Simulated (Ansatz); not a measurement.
# Relaxing PbO3

Level of theory: DFT PBE, scalar-relativistic, plane waves, PAW in Ansatz 0.2.0. Cutoff 420 eV, Γ-centred k mesh, Gaussian smearing, no spin polarisation in the final step.

The start puts PbO3 on the Cu3Au (L1_2) structure type (Pm-3m, No. 221), with Pb in place of Au, O in place of Cu, at a guessed volume.

```yaml
crystal:
  lattice:
    - [3.73912, 0.00000, 0.00000]
    - [0.00000, 3.73912, 0.00000]
    - [0.00000, 0.00000, 3.73912]
  atoms:
    - { symbol: Pb, position: [0.00000, 0.00000, 0.00000] }
    - { symbol: O, position: [0.00000, 0.50000, 0.50000] }
    - { symbol: O, position: [0.50000, 0.00000, 0.50000] }
    - { symbol: O, position: [0.50000, 0.50000, 0.00000] }
```

Cell and atoms relax at zero pressure; the relaxation can't lower the symmetry of the start. After a coarse first stage the cell is made exact in the group found at 0.06 Å.

Energies over the elements count from the elements' standard structures at the same level (O₂ as a molecule), with no empirical corrections.

What does it relax into?

It keeps Pm-3m (No. 221). The result has the Cu3Au (L1_2) structure. Conventional cell: a = 3.572 Å. Pb has 12 O at 2.53 Å; O is coordinated by 4 Pb at 2.53 Å and 8 O at 2.53 Å.

```xyz
4
Lattice="3.5719 0.0000 0.0000 0.0000 3.5719 0.0000 0.0000 0.0000 3.5719" Properties=species:S:1:pos:R:3 pbc="T T T"
Pb    0.0000    0.0000    0.0000
O     0.0000    1.7860    1.7860
O     1.7860    0.0000    1.7860
O     1.7860    1.7860    0.0000
```

What are its volume, energy, density and gap?

The volume per atom is 11.39 Å³. The density is 9.30 g/cm³. The energy over the elements is 0.63 eV/atom. The gap on the 14×14×14 mesh is 0 eV (a metal).

The final run used a 14×14×14 mesh on its 4-atom cell and 0.10 eV smearing. The k mesh leaves about 4 meV/atom of noise in metals. Spin–orbit coupling is left out. Symmetry constrained the relaxation, so the result can be a saddle point.

Cost: 3 runs of about 0.2 core-minutes in all, on AMD EPYC 9B45 (Zen 5) (shared hosts).